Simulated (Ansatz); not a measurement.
Basis-set series for C₂H₂O (`C#CO`). Total charge 0; spin multiplicity 1. The structure was optimised at the PBE0-D4/def2-TZVP level. It is one conformer, not always the lowest.

```xyz
5

C     0.156    1.054   -0.322
C     0.025   -0.030    0.171
O    -0.099   -1.176    0.774
H     0.271    2.013   -0.764
H    -0.352   -1.860    0.142
```

| functional | basis | functions | energy (Eh) | HOMO (eV) | LUMO (eV) |
| --- | --- | --- | --- | --- | --- |
| PBE0-D4 | def2-SVP | 52 | -152.25277 | -7.15 | 1.06 |
| PBE0-D4 | def2-QZVPP | 231 | -152.43996 | -7.32 | 0.01 |
| ωB97M-V | def2-SVP | 52 | -152.37042 | -9.41 | 2.78 |
| ωB97M-V | def2-QZVPP | 231 | -152.56317 | -9.60 | 1.23 |

**Question.** Give the rows for def2-TZVPP. (Estimate.)

**Answer.** The calculation gave: 
```tsv
functional	basis	functions	energy (Eh)	HOMO (eV)	LUMO (eV)
PBE0-D4	def2-TZVPP	121	-152.43145	-7.29	0.41
ωB97M-V	def2-TZVPP	121	-152.55533	-9.57	1.91
```

Positive LUMOs are unbound and depend on the basis.

All numbers were calculated with Ansatz.
